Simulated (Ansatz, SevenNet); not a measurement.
**How well does each level of theory give the lattice constant a of rock-salt GdN?**

Reference value: 4.974 Å (measured, temperature not stated, not corrected to a static lattice, sources range from 4.974 to 4.990; as tabulated in Natali et al. (2013), arXiv:1208.2410).

```json
[
 {"level (code)": "SevenNet-0 (SevenNet)", "value (Å)": "4.998", "difference (%)": "+0.48"},
 {"level (code)": "PBE (Ansatz)", "value (Å)": "4.984", "difference (%)": "+0.20"},
 {"level (code)": "rVV10 (Ansatz)", "value (Å)": "5.009", "difference (%)": "+0.70"},
 {"level (code)": "r²SCAN (Ansatz)", "value (Å)": "4.974", "difference (%)": "0.00"},
 {"level (code)": "PBE0 (Ansatz)", "value (Å)": "4.979", "difference (%)": "+0.10"}
]
```

The reference's temperature isn't stated, so close values are not ranked against it.

The measured value isn't corrected to a static lattice, so vibrations enter the comparison. A static lattice is as a rule a little smaller than the measured one. Spin-polarised runs: PBE (parallel moments), rVV10 (parallel moments), r²SCAN (parallel moments), PBE0 (parallel moments). PBE, rVV10, r²SCAN: the 4f shell is treated without U or exact exchange, so its levels and filling can be wrong. PBE0: the state of the 4f shell is in doubt. Cutoffs and k meshes differ between the levels. Ansatz's density-functional and Hartree–Fock values are scalar-relativistic unless marked +SOC, with PAW data made under PBE.

Machine-learned potentials (SevenNet-0) are trained on DFT data, which may include these solids.

Differences are worked out from the printed values.

Ansatz is a quantum-chemistry and plane-wave program.
